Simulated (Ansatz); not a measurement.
# SiH− (triplet): wave-function methods side by side at distance Si1–H2 = 2.536 Å, aug-cc-pVDZ

How much of the correlation energy of SiH− (triplet) does each wave-function method recover here?

The runs use Ansatz 0.2.0, Gaussian basis; aug-cc-pVDZ, core rule «outside noble gas», up to 5 orbitals frozen.

The runs, in order: UHF; CCSD(T) on ROHF; CCSD(T) on UHF; BCCD(T) on ROHF; CISD as a restricted active space (open shells left free, so some higher excitations enter); CCSDT(Q) on ROHF; CCSDT(Q) on UHF; CASSCF and MRCISD+Q, 4 electrons in 4 orbitals; CASSCF and NEVPT2, 4 electrons in 4 orbitals; CASSCF and MRCISD+Q, 6 electrons in 5 orbitals; CASSCF and NEVPT2, 6 electrons in 5 orbitals; Full CI.

13 further runs of the same task are left out: 1 for a known fault of the program, 8 that didn't finish, 4 set aside as unsound or not needed. Runs told in other sessions of the task aren't counted.

### Step 1. The geometry

The geometry derives from a PBE0/def2-TZVPD stationary point (not a proven minimum). One bond is set to the value named and the two fragments are kept rigid.

2 atoms, charge -1, spin multiplicity 3.

Atoms are counted from 1 here; the program's logs count them from 0.

No contacts short enough for the rule that draws bonds.

### Step 2. UHF

The input, in.yaml:

```yaml
crystal:
  periodic: [false, false, false]
  atoms:
    - {symbol: Si, position_ang: [0.000000, 0.000000, 0.000000]}
    - {symbol: H, position_ang: [0.000000, 0.000000, 2.536000]}
basis:
  gaussian: {orbitals: aug-cc-pVDZ}
total_charge: -1
magnetization: {spin_polarized: true, initial_magnetization: 2}
hamiltonian: {xc: hf}
output: {orbitals: {seedname: orbitals}}
```

The run is started by

```console
$ ansatz run in.yaml --threads 1 --pin off --events-out ev --progress --plain --max-ram 2393MiB
```

Further steps of the session: CCSD(T) on ROHF; CCSD(T) on UHF; BCCD(T) on ROHF; CISD as a restricted active space (open shells left free, so some higher excitations enter); CCSDT(Q) on ROHF; CCSDT(Q) on UHF; CASSCF and MRCISD+Q, 4 electrons in 4 orbitals; CASSCF and NEVPT2, 4 electrons in 4 orbitals; CASSCF and MRCISD+Q, 6 electrons in 5 orbitals; CASSCF and NEVPT2, 6 electrons in 5 orbitals; Full CI.

Q: Predict the results of all the runs planned. Wanted: FCI from the RHF energy; RMP2 from FCI; UMP2 from FCI; RCCSD from FCI; RCCSD(T) from FCI; UCCSD(T) from FCI; RCCSDT(Q) from FCI; UCCSDT(Q) from FCI; NEVPT2 pair from FCI.

As calculated:

| quantity | value |
| --- | --- |
| FCI from the ROHF energy | -3.3633 eV |
| RMP2 from FCI | +96.4 kJ/mol |
| UMP2 from FCI | +100.2 kJ/mol |
| RCCSD from FCI | +17.8 kJ/mol |
| RCCSD(T) from FCI | +5.1 kJ/mol |
| UCCSD(T) from FCI | +6.1 kJ/mol |
| RCCSDT(Q) from FCI | +0.2 kJ/mol |
| UCCSDT(Q) from FCI | +0.1 kJ/mol |
| NEVPT2 pair from FCI | +66.6 kJ/mol |
| MRCISD+Q pair from FCI | -2.8 kJ/mol |
| NEVPT2 valence from FCI | +70.4 kJ/mol |
| levels within 1 kcal/mol (43 meV) | RCCSDT, UCCSDT, RCCSDT(Q), UCCSDT(Q), MRCISD+Q pair, MRCISD+Q valence |
| T1 diagnostic | 0.050 |
| effectively unpaired electrons | 2.20 |

**Reading.** RCCSD(T) lands +5.1 kJ/mol from the yardstick (1.6 % of the correlation energy). MRCISD+Q pair, MRCISD+Q valence fall below full CI: the +Q correction isn't variational, and the cores differ from full CI's. The occupations show static correlation (2.20 effectively unpaired electrons where one determinant has 2). Of the multireference levels listed MRCISD+Q valence comes nearest in total energy (-2.2 kJ/mol), which doesn't show that its space is the better one. These misses are within one basis, not against nature; the frozen cores of restricted and unrestricted runs differ, which can shift their rows.

Levels on UHF freeze UHF's core orbitals, full CI those of ROHF, so the U rows can settle a little off it for that reason alone.

With open shells the CI space here admits some higher excitations, so it is larger than plain CISD.
